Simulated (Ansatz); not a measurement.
SiAs⁺, triplet in cc-pVTZ: errors against UCCSDT(Q)

Geometry: that of the SiAs⁺, singlet, kept fixed.

| atom | x (Å) | y (Å) | z (Å) |
| --- | --- | --- | --- |
| Si | 0.0000 | 0.0000 | 0.0000 |
| As | 0.0000 | 0.0000 | 2.3396 |

Basis cc-pVTZ; Ansatz 0.2.0. Only valence electrons are correlated (noble-gas cores and the filled d shells of p-block atoms frozen), which leaves 8 electrons in 58 orbitals. R marks a restricted (for open shells ROHF) determinant, U an unrestricted one. Active spaces: valence = (8e, 8o) chosen from the atoms' valence shells. No spin–orbit coupling is included, and no scalar relativity.

Full CI isn't at hand for all of this; UCCSDT(Q) serves as the reference, and is uncertain by the last step of the cluster series or more. The frozen core follows each run's orbitals, which can shift R against U totals by a few meV for light atoms and by up to 0.1 eV past Ca.

The UHF ⟨S²⟩ is 2.078 and the T1 diagnostic (RCCSD) is 0.0290. The largest doubles amplitude (RCCSD) is 0.064. The T1 diagnostic (UCCSD) is 0.0293.

Question: From what is known of these methods and the diagnostics, rank them by the size of their error in total energy against UCCSDT(Q) in cc-pVTZ, smallest first (an estimate: the text doesn't fix the numbers).
A. UCCSDT
B. UCCSD(T)
C. UMP2
D. UCCSD

Answer: A (1.6 kJ/mol), B (6.2 kJ/mol), D (30.5 kJ/mol), C (114.6 kJ/mol).

All errors are against UCCSDT(Q) in cc-pVTZ. Within each family the higher level lies nearer, as is usual though not guaranteed.

Natural occupations of CASSCF (valence space) about the gap: 1.990 1.973 1.895 0.996 0.996 0.056 0.056 0.039; effectively unpaired electrons, Σ n²(2−n)², 2.07.
